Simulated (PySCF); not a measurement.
Isomers of C3H5N.

All values: PBE0/def2-SVPD (PySCF) at GFN2-xTB geometries, gas phase, one conformer each. Core orbitals are frozen in the response; Δα² is half the sum of the squared differences of the principal polarisabilities.

**Question.** Rank by mean static polarisability, highest first.
A. `[H]/[N:4]=[CH:3]\[CH:2]=[CH2:1]` with C1–C2–C3–N4 180°
B. `C1=NCC1` (1-azetine)
C. `[C-]#[N+]CC`

**Answer.** A (7.01 Å³), C (6.19 Å³), B (5.89 Å³).

**Question.** Rank by dipole moment, lowest first.
A. `[C-]#[N+]CC`
B. 1-azetine (`N1=CCC1`)
C. `[H]/[N:4]=[CH:3]\[CH:2]=[CH2:1]` with C1–C2–C3–N4 180°

**Answer.** B (2.39 D), C (2.58 D), A (4.00 D).

**Question.** Rank by polarisability anisotropy Δα, highest first.
A. 1-azetine, `C1=NCC1`
B. `[C-]#[N+]CC`
C. `[H]/[N:4]=[CH:3]\[CH:2]=[CH2:1]` with C1–C2–C3–N4 180°

**Answer.** C (5.46 Å³), B (2.59 Å³), A (1.79 Å³).

All values together:

```tsv
SMILES	μ (D)	HOMO (eV)	LUMO (eV)	α (Å³)	Δα (Å³)
CCC#N	4.09	-9.41	0.27	5.94	2.43
[H]/N=C\C=C	2.58	-7.60	-1.42	7.01	5.46
C1=NCC1	2.39	-7.39	-0.15	5.89	1.79
[C-]#[N+]CC	4.00	-8.52	0.37	6.19	2.59
```

Conformers: `[H]/[N:4]=[CH:3]\[CH:2]=[CH2:1]` with C1–C2–C3–N4 180°.
